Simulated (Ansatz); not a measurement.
The input, for Ansatz 0.2.0:

```yaml
crystal:
  periodic: [false, false, false]
  atoms:
    - {symbol: N, position_ang: [0.003541, 0.005612, -0.069271]}
    - {symbol: H, position_ang: [0.941728, 0.018636, 0.311141]}
    - {symbol: H, position_ang: [-0.479405, 0.813893, 0.302913]}
    - {symbol: H, position_ang: [-0.511534, -0.910511, 0.348554]}
basis:
  gaussian: {orbitals: 6-31G}
magnetization: {spin_polarized: false}
correlation: {method: ccsdtq, electrons: outside_noble_gas}
```

```sh
$ ansatz run in.yaml --threads 1 --pin off --events-out ev --progress --plain --max-ram 2393MiB
```

Output:

```
344 factors; integrals over basis functions are off by at most 2.3e-8 eV
mean field evaluation 1: about -1526.5763 eV, gradient 2.5e1 eV
mean field evaluation 2: about -1526.5734 eV, gradient 2.5e1 eV
mean field evaluation 4: about -1527.9199 eV, gradient 1.3e0 eV
mean field evaluation 8: about -1527.9265 eV, gradient 8.8e-4 eV
mean field evaluation 16: about -1527.9265 eV, gradient 2.3e-6 eV
mean field -1527.92648299 eV, -56.1502625840 hartree, gradient 2.3e-6 eV, S^2 0.000000; 0 other end points of the search recorded, 0 dependent functions left out
1 core orbitals not correlated: weight in the atoms' cores, before any rotation towards them, 1.000 or more for the frozen orbitals, at most 0.000 for the correlated occupied ones
reference -1527.92648299 eV, -56.1502625840 hartree; 4, 4 occupied and 10, 10 virtual orbitals, 344 factors
second order -3.24687313 eV of doubles, -0.00000000 eV of singles
cycle   1  -3.45869981 eV  change   -2.1e-1 eV  update   4.3e-2
cycle   2  -3.64947714 eV  change   -1.9e-1 eV  update   1.7e-2
cycle   3  -3.66780469 eV  change   -1.8e-2 eV  update   5.3e-3
cycle   4  -3.66930994 eV  change   -1.5e-3 eV  update   1.5e-3
cycle   5  -3.66977096 eV  change   -4.6e-4 eV  update   5.4e-4
cycle   6  -3.66970473 eV  change    6.6e-5 eV  update   2.3e-4
cycle   7  -3.66962391 eV  change    8.1e-5 eV  update   6.7e-5
cycle   8  -3.66963930 eV  change   -1.5e-5 eV  update   2.3e-5
cycle   9  -3.66964420 eV  change   -4.9e-6 eV  update   7.7e-6
cycle  10  -3.66963912 eV  change    5.1e-6 eV  update   2.0e-6
cycle  11  -3.66963912 eV  change    4.1e-9 eV  update   6.1e-7
Total energy: -1531.59612211 eV, -56.2851193343 hartree
```

For the same geometry and basis full CI lies 0.5 meV lower.

Ran on 1 thread of Arm Neoverse V2, shared host: 1.3 s wall, 0.14 GiB peak host memory.
